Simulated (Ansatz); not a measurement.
Saddle point of CH7MgN, singlet (CH₅MgN ([CH3][Mg][NH2]) + H₂ → CH₄Mg ([CH3][MgH]) + NH₃ (still joined by a long Mg–N bond); bonds formed: Mg1–H5, N2–H4; bonds broken: H4–H5; bonds weakened to dative contacts: Mg1–N2), PBE0-D4/def2-TZVP structure:

```
10
angstrom
Mg -0.0550 0.0959 0.0811
N 1.9460 -0.0694 0.2230
C -1.9389 -0.3973 -0.6474
H 1.3554 0.9241 1.0465
H 0.5849 1.4281 1.3942
H 2.4293 -0.7982 0.7354
H 2.6039 0.2956 -0.4560
H -2.7367 -0.0455 0.0147
H -2.1237 0.0464 -1.6320
H -2.0653 -1.4795 -0.7598
```

Energies are electronic, without zero-point energy. Barriers and step energies count from the start structure reached by relaxing down the imaginary mode; all methods use the PBE0-D4 structures, on which another method's saddle can fall below an end. Ansatz 0.2.0; basis: def2-TZVPP, with def2-QZVPP for the basis limit; cores frozen in the correlated methods. The outer core shell of Li, Na, Mg and K is correlated. The def2 sets are not built for correlating such inner shells, so the correlated values are less sure here. B3LYP uses VWN-RPA correlation. Extrapolation: Hartree–Fock as exp(−7.88 √X), correlation as X^−2.97.

| method | barrier (kcal/mol) | step energy (kcal/mol) |
| --- | --- | --- |
| SPW92 | 3.98 | -10.62 |
| PBE-D4 | 9.49 | -8.36 |
| BLYP-D4 | 12.39 | -6.71 |
| r2SCAN-D4 | 10.79 | -8.50 |
| B97M-V | 10.26 | -15.03 |
| PBE0-D4 | 11.17 | -10.20 |
| B3LYP-D4 | ? | -8.42 |
| r2SCAN0-D4 | 12.23 | -9.85 |
| BHLYP-D4 | 15.50 | -10.57 |
| CAM-B3LYP-D4 | 13.80 | -9.45 |
| wB97X-V | 14.58 | -9.82 |
| wB97M-V | 14.88 | -9.26 |
| B2PLYP | ? | -7.76 |
| PBE-QIDH | 13.50 | -9.71 |
| RPA on PBE | ? | -8.89 |
| HF | 21.45 | -13.37 |
| MP2 | 15.67 | -6.44 |
| CCSD | 16.44 | -9.42 |
| CCSD(T) | 15.48 | -8.74 |

Problem. Fill in the withheld barriers. (An estimate is asked for; the value comes from the calculation.)

Solution. By the calculation: B2PLYP 14.61; B3LYP-D4 13.40; RPA on PBE 15.19 kcal/mol. Each is the energy of the saddle less that of the start structure, by the same method.

For comparison, the barrier by CCSD(T) at an estimated basis limit (MP2 extrapolated from triple and quadruple zeta, plus CCSD(T) − MP2 in triple zeta) is 15.92 kcal/mol.

No T1 diagnostic of these runs exceeds 0.011.

Labels in which every atom is bracketed show which atoms are joined, not bond orders.

For scale, one of the runs: CCSD(T)/def2-TZVPP, 192 basis functions, launched by `ansatz run in.yaml --threads 2 --pin off --events-out ev --progress --plain --max-ram 4352MiB`. Hardware: 2 CPU threads of an Intel Xeon Platinum 8375C, shared host. Wall time 61 s; peak host memory 2.4 GiB.
